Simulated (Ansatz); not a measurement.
Reaction (SMILES): C(F)(F)(F)F → F[C](F)F + F atom
B3LYP-D3(BJ)/def2-TZVP geometries, fixed; electronic energies without zero-point terms.

Effect of the final integration grid (spheres per factor e of radius in core and valence, angular degree) at PBE0/def2-TZVPP with Ansatz (a program for electronic structure), against the last row, where the bond dissociation energy is 128.09 kcal/mol. Open shells are unrestricted. The default's grid is 13, 11, 36.

```
setting                     largest shift of a total energy (mEh)  shift of the bond dissociation energy (kcal/mol)
--------------------------  -------------------------------------  ------------------------------------------------
accuracy: medium (default)                                 -0.001                                             0.000
final_grid: 4, 3, 11                                       -2.101                                            -0.945
final_grid: 6, 5, 17                                       -0.351                                             0.225
final_grid: 8, 7, 23                                       -0.037                                             0.021
final_grid: 10, 9, 29                                      -0.007                                             0.006
final_grid: 18, 15, 47                                      0.000                                             0.000
final_grid: 26, 22, 59                                      0.000                                             0.000
```

Within 0.05 kcal/mol in the bond dissociation energy: accuracy: medium (default); final_grid: 8, 7, 23; final_grid: 10, 9, 29; final_grid: 18, 15, 47. The largest shift is 2.101 mEh in a total energy and 0.945 kcal/mol in the difference.
